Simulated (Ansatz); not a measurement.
**AlH4 (doublet): B2PLYP, RPA-PBE over a scan of the distance Al1–H5, 6-31G**

Aim: run AlH4 (doublet) with these functionals over a scan of the distance Al1–H5, and hold them against the top wave-function level at the same points.

The runs use Ansatz 0.2.0, Gaussian basis; 6-31G, all electrons in the functionals, frozen cores in the correlation of double hybrids and RPA.

Plan: B2PLYP, RPA-PBE, at 1.290 Å; 1.425 Å; 1.595 Å; 1.728 Å; 1.965 Å; 2.207 Å; 2.579 Å; 2.910 Å; 3.594 Å; 4.319 Å; 5.540 Å.

32 further runs of the same task are left out: 8 for a known fault of the program, 2 for a mislabelled method, 17 that didn't finish, 5 set aside as unsound or not needed.

## (1) What is computed

The geometry derives from a PBE0/def2-TZVP stationary point (not a proven minimum). One bond is set to the value named and the two fragments are kept rigid.

5 atoms, charge 0, spin multiplicity 2.

Atoms are counted from 1 here; the program's logs count them from 0.

Bond lengths: Al1–H4 1.595 Å, Al1–H5 1.595 Å, H2–H3 0.766 Å. Angles: H4–Al1–H5 120.0°.

Coordinates:

```
Al   -0.05987    0.00015   -0.13277
H     0.44872    0.00180    1.98577
H    -0.31707   -0.00891    1.95639
H     0.73330    1.38331   -0.18880
H     0.73761   -1.38013   -0.19929
```

No dispersion term is added.

The geometry shown and the zero of energy belong to the point 1.595 Å. The yardstick, FCI, and other wave-function levels (R restricted, U unrestricted, valence and pair active spaces) come from earlier runs.

## (2) B2PLYP, 1.290 Å

The input, in.yaml:

```yaml
crystal:
  periodic: [false, false, false]
  atoms:
    - {symbol: Al, position_ang: [-0.054904, -0.008442, -0.133182]}
    - {symbol: H, position_ang: [0.453685, -0.006787, 1.985358]}
    - {symbol: H, position_ang: [-0.312103, -0.017495, 1.955975]}
    - {symbol: H, position_ang: [0.738264, 1.374721, -0.189211]}
    - {symbol: H, position_ang: [0.589884, -1.124442, -0.186967]}
basis:
  gaussian: {orbitals: 6-31G}
magnetization: {spin_polarized: true, initial_magnetization: 1}
hamiltonian: {xc: {name: B2PLYP}}
correlation: {electrons: outside_noble_gas}
```

Command:

```console
$ ansatz run in.yaml --threads 1 --pin off --events-out ev --progress --plain --max-ram 2393MiB
```

The runs that follow: B2PLYP, 1.425 Å; B2PLYP, 1.595 Å; B2PLYP, 1.728 Å; B2PLYP, 1.965 Å; B2PLYP, 2.207 Å; B2PLYP, 2.579 Å; B2PLYP, 2.910 Å; B2PLYP, 3.594 Å; B2PLYP, 4.319 Å; B2PLYP, 5.540 Å; RPA-PBE, 1.290 Å; RPA-PBE, 1.425 Å; RPA-PBE, 1.595 Å; RPA-PBE, 1.728 Å; RPA-PBE, 1.965 Å; RPA-PBE, 2.207 Å; RPA-PBE, 2.579 Å; RPA-PBE, 2.910 Å; RPA-PBE, 3.594 Å; RPA-PBE, 4.319 Å; RPA-PBE, 5.540 Å.

Q: Predict the results of all the runs planned. Wanted: span of the FCI curve; largest miss, B2PLYP; largest miss, RPA-PBE.

As calculated:

| quantity | value |
| --- | --- |
| span of the FCI curve | 2.219 eV |
| largest miss, B2PLYP | +0.254 eV (5.540 Å) |
| largest miss, RPA-PBE | -0.109 eV (5.540 Å) |

In words: Of the functionals, RPA-PBE keep the smallest largest miss at the points compared (at most 0.109 eV) and B2PLYP strays most (0.254 eV, at 5.540 Å). Functionals and the yardstick converge differently with the basis, so part of each miss in 6-31G is the basis.
